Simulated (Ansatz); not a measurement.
**BH₃NS radical: one species, many methods**

The task here is to estimate one member of a computed series from the others.

Computed with Ansatz 0.2.0, Gaussian basis. Level: functionals in def2-TZVPP, the program's frozen cores in correlated methods.

The runs, in order: PBE-D4, r2SCAN-D4, PBE0-D4, B3LYP-D4, ωB97X-V, ωB97M-V, B2PLYP; CCSD(T)/def2-TZVPP; CCSD(T)/def2-QZVPP; extrapolation to the limit.

## The relaxed structure

The geometry comes from an earlier relaxation with PBE0-D4 in a triple-zeta def2 set; it is a stationary point.

SMILES `N[B]S`, 6 atoms, charge 0, spin multiplicity 2.

Atoms are counted from 1 here; the program's logs count them from 0.

Bond lengths: N1–B2 1.380 Å, N1–H4 1.010 Å, N1–H5 1.005 Å, B2–S3 1.779 Å, S3–H6 1.355 Å. Angles: B2–N1–H4 124.0°, B2–N1–H5 122.5°, H4–N1–H5 113.5°, N1–B2–S3 132.0°, B2–S3–H6 100.0°.

Coordinates:

```xyz
6

N    -0.3041   -0.3800   -0.8529
B     0.6518   -0.5658    0.1253
S     0.9942    0.3088    1.6367
H    -1.0005    0.3514   -0.8303
H    -0.3685   -0.9712   -1.6636
H     0.0272    1.2568    1.5848
```

Set-up of the first run:

The input, in.yaml:

```yaml
crystal:
  periodic: [false, false, false]
  atoms:
    - {symbol: N, position_ang: [-0.304081, -0.380032, -0.852921]}
    - {symbol: B, position_ang: [0.651762, -0.565786, 0.125286]}
    - {symbol: S, position_ang: [0.994179, 0.308789, 1.636697]}
    - {symbol: H, position_ang: [-1.000543, 0.351364, -0.830337]}
    - {symbol: H, position_ang: [-0.368528, -0.971153, -1.663560]}
    - {symbol: H, position_ang: [0.027212, 1.256819, 1.584825]}
basis:
  gaussian: {orbitals: def2-TZVPP}
magnetization: {spin_polarized: true, initial_magnetization: 1}
hamiltonian: {xc: pbe, dispersion: d4}
output: {forces: true, orbitals: {seedname: orbitals}}
```

Run with:

```console
> ansatz run in.yaml --threads 2 --pin off --events-out ev --progress --plain --max-ram 32768MiB --backend cpu
```

Steps of the session up to this table: PBE-D4 (GGA); r2SCAN-D4 (meta-GGA); PBE0-D4 (hybrid); B3LYP-D4 (hybrid); ωB97X-V (range-separated); ωB97M-V (range-separated); B2PLYP (double hybrid); CCSD(T) in def2-TZVPP; CCSD(T) in def2-QZVPP.

One of the session's tables, all rows but one given; the rest of the session is left out.

| method | atomisation energy (kJ/mol) |
| --- | --- |
| PBE-D4 | 2067.7 |
| r2SCAN-D4 | 2024.3 |
| PBE0-D4 | 2019.3 |
| B3LYP-D4 | 2012.6 |
| ωB97X-V | 2003.0 |
| ωB97M-V | 2008.9 |
| B2PLYP | 1978.8 |
| HF/def2-TZVPP | 1404.6 |
| MP2/def2-TZVPP | 1956.4 |
| CCSD/def2-TZVPP | ? |
| CCSD(T)/def2-TZVPP | 1916.9 |
| MP2/CBS | 2019.5 |
| CCSD(T)/CBS | 1980.9 |

Q: Estimate the row for CCSD/def2-TZVPP from the others.

The run gave: atomisation energy (kJ/mol): 1882.5. In the column «atomisation energy (kJ/mol)» it lies between HF/def2-TZVPP (1404.6) and CCSD(T)/def2-TZVPP (1916.9).

To keep in mind: Free atoms (1 N, 1 B, 1 S, 3 H) were run apart at each level; the atomisation energy is their sum less the molecule, without zero-point or spin-orbit terms.
